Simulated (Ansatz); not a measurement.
# BH3+ (doublet): RPA-PBE over a scan of the distance B1–H2, cc-pVDZ

Aim: run BH3+ (doublet) with these functionals over a scan of the distance B1–H2, and hold them against the top wave-function level at the same points.

Computed with Ansatz 0.2.0, Gaussian basis. Level: cc-pVDZ, all electrons in the functionals, frozen cores in the correlation of double hybrids and RPA.

To be run: RPA-PBE, at 1.020 Å; 1.135 Å; 1.276 Å; 1.371 Å; 1.592 Å; 1.770 Å; 2.000 Å; 2.351 Å; 2.801 Å; 3.418 Å; 4.270 Å.

16 further runs of the same task are left out: 12 that didn't finish, 4 set aside as unsound or not needed.

### 1 What is computed

The geometry derives from a PBE0/def2-TZVP stationary point (not a proven minimum). One bond is set to the value named and the two fragments are kept rigid.

4 atoms, charge 1, spin multiplicity 2.

Atoms are counted from 1 here; the program's logs count them from 0.

Bond lengths: B1–H2 1.276 Å, B1–H3 1.174 Å, B1–H4 1.276 Å. Angles: H2–B1–H3 145.8°, H2–B1–H4 68.5°, H3–B1–H4 145.8°.

No dispersion term is added.

The geometry shown and the zero of energy belong to the point 1.276 Å. The yardstick, FCI, and other wave-function levels (R restricted, U unrestricted, valence and pair active spaces) come from earlier runs.

### 2 RPA-PBE, 1.020 Å

File in.yaml:

```yaml
crystal:
  periodic: [false, false, false]
  atoms:
    - {symbol: B, position_ang: [0.000000, 0.010486, 0.052732]}
    - {symbol: H, position_ang: [0.000000, 0.584346, -0.790526]}
    - {symbol: H, position_ang: [0.000000, 0.010486, 1.226946]}
    - {symbol: H, position_ang: [0.000000, -0.707298, -1.002014]}
basis:
  gaussian: {orbitals: cc-pVDZ}
total_charge: 1
magnetization: {spin_polarized: true, initial_magnetization: 1}
hamiltonian: {xc: {name: PBE}}
correlation: {method: rpa, electrons: outside_noble_gas}
```

Command:

```bash
> ansatz run in.yaml --threads 1 --pin off --events-out ev --progress --plain --max-ram 2393MiB
```

The runs that follow: RPA-PBE, 1.135 Å; RPA-PBE, 1.276 Å; RPA-PBE, 1.371 Å; RPA-PBE, 1.592 Å; RPA-PBE, 1.770 Å; RPA-PBE, 2.000 Å; RPA-PBE, 2.351 Å; RPA-PBE, 2.801 Å; RPA-PBE, 3.418 Å; RPA-PBE, 4.270 Å.

Q: Predict the results of all the runs planned. Wanted: span of the FCI curve; largest miss, RPA-PBE.

As calculated:

| quantity | value |
| --- | --- |
| span of the FCI curve | 1.158 eV |
| largest miss, RPA-PBE | -0.131 eV (4.270 Å) |

**Reading.** RPA-PBE strays by up to 0.131 eV, at 4.270 Å. Functionals and the yardstick converge differently with the basis, so part of each miss in cc-pVDZ is the basis.
